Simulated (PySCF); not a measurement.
# H3Si: the cost of one run

Computed with PySCF 2.14.0 (relaxation, tpss, aug-cc-pvtz, and further levels as typed in the inputs, unless a step's input says otherwise).

**1. Starting point**

Bond lengths: Si1–H2 1.448 Å, Si1–H3 1.474 Å, Si1–H4 1.463 Å. Angles: H2–Si1–H3 119.6°, H2–Si1–H4 121.5°, H3–Si1–H4 118.9°.

Structure file:

```xyz
4

Si    0.0098   -0.0110   -0.0118
H     1.4579    0.0149    0.0024
H    -0.7402    1.2572    0.0063
H    -0.7316   -1.2720   -0.0023
```

**2. Relaxation: H3Si, charge +1**

run.py reads:

```python
from pyscf import gto, dft
from pyscf.geomopt.geometric_solver import optimize
mol = gto.M(atom="mol.xyz", basis="aug-cc-pvtz", charge=1, verbose=4)
mf = dft.RKS(mol, xc="tpss").density_fit().run(conv_tol=1e-9)
m = optimize(mf, maxsteps=60)
print("optimised structure (A):")
for k in range(m.natm): print(m.atom_symbol(k), *(f"{x:.8f}" for x in m.atom_coords(unit="A")[k]))
```

Command:

```sh
python run.py
```

**Question.** How long does this run take on 1 thread of Intel Xeon at 2.30GHz, shared host?

About 47 s.
